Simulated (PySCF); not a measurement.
magnesium dihydride, H₂Mg, SMILES [MgH2], point group D∞h.

Force field and properties: PBE0/pcSseg-2 (PySCF, grid level 2). Vibrational terms come from second-order perturbation theory with semi-diagonal cubic constants, by steps of ±0.6 along the normal coordinates of each isotopologue. The parent has the commonest isotopes.

Equilibrium geometry (Å):

```csv
atom,x,y,z
Mg1,0.0153,-0.0034,-0.0167
H2,-1.6906,0.0121,-0.0416
H3,1.7212,-0.0189,0.0081
```

An isotope shift is δ(isotopologue) − δ(parent), that is, the negative of the change in the averaged GIAO shielding; n counts bonds from the nearest label (0: the labelled atom itself). These are computed values; those of heavy atoms are rounded to 5 ppb, about the numerical noise.

**Question.** What isotope shifts arise with ²H at 2?

**Answer.** 
```tsv
nucleus	n	0 K (ppb)	100 K (ppb)
H2	0	-38	-37
H3	2	-3	-4
```

**Question.** What isotope shifts arise with ²H at 2, ²H at 3?

**Answer.** 
| nucleus | n | 0 K (ppb) | 100 K (ppb) |
| --- | --- | --- | --- |
| H2 | 0 | -44 | -43 |
| H3 | 0 | -44 | -43 |
